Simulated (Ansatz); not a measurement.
A run of Ansatz (development build ahead of 0.2.0) on quartet CN at this shape:

```xyz
2

C     0.0000    0.0000    0.0000
N     0.0000    0.0000    3.0660
```

Its results:

```json
{"Converged": "yes", "Total energy": "-92.37641 hartree", "Spin squared of the determinant": "3.750", "Stability test": "minimum among restricted orbitals"}
```

Q: Which input gives this output? Name the method, the orbitals and the basis set, and write the input.

A: ωB97M-V (restricted open-shell) in pcseg-2.

```yaml
crystal:
  periodic: [false, false, false]
  atoms:
    - { symbol: C, position_ang: [0.0, 0.0, 0.0] }
    - { symbol: "N", position_ang: [0.0, 0.0, 3.066] }
basis:
  gaussian: { orbitals: pcseg-2 }
magnetization:
  initial_magnetization: 3
hamiltonian:
  xc: { name: wB97M-V }
```

Caution: stretched shape with no unrestricted run beside it, a lower state can exist; charge can spread falsely over distant fragments.
